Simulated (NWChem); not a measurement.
Ionisation of acetylene (C₂H₂)

SMILES: C#C
```xyz
4

C      0.0000     0.0000    -0.6043
C      0.0000     0.0000     0.6043
H      0.0000     0.0000    -1.6792
H      0.0000     0.0000     1.6792
```
Charge 0, spin multiplicity 1.

The numbers come from NWChem runs, not from measurements. The geometry was optimised at PBE0/def2-SVP, a minimum by its harmonic frequencies.

Basis set: def2-TZVP. The species with one electron less has spin multiplicity 2 and keeps the geometry of the parent. Δ marks differences of total energies (open shells unrestricted). −ε marks an orbital energy of the parent. That orbital need not have the symmetry of the hole or added electron in the Δ rows.

B3LYP has NWChem's definition, with VWN1-RPA local correlation. No SCF solution was tested for a lower state.

For the first vertical ionisation energy, −ε(HOMO) of HF gives 11.13 eV and −ε(HOMO) of PBE gives 7.13 eV. What do −ε(HOMO) of B3LYP, −ε(HOMO) of M06-2X, ΔB3LYP give?

−ε(HOMO) of B3LYP: 8.13 eV; −ε(HOMO) of M06-2X: 9.67 eV; ΔB3LYP: 11.30 eV.
